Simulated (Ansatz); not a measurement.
Input for Ansatz (development build ahead of 0.2.0):

```yaml
crystal:
  periodic: [false, false, false]
  atoms:
    - { symbol: Si, position_ang: [0.0, 0.0, 0.0] }
    - { symbol: H, position_ang: [0.85613, 0.85613, 0.85613] }
    - { symbol: H, position_ang: [-0.85613, -0.85613, 0.85613] }
    - { symbol: H, position_ang: [-2.5684, 2.5684, -2.5684] }
    - { symbol: H, position_ang: [0.85613, -0.85613, -0.85613] }
basis:
  gaussian: { orbitals: pcseg-2 }
hamiltonian:
  xc: pbe
```

The input is written out in the form of the current development build from the run's settings.

Output:

| Item | Value |
| --- | --- |
| Converged | yes |
| Total energy | -291.54219 hartree |
| Spin squared of the determinant | 0.000 |
| Stability test | minimum among restricted orbitals |

Caution: charge can spread falsely over distant fragments; an unrestricted determinant lies well below.
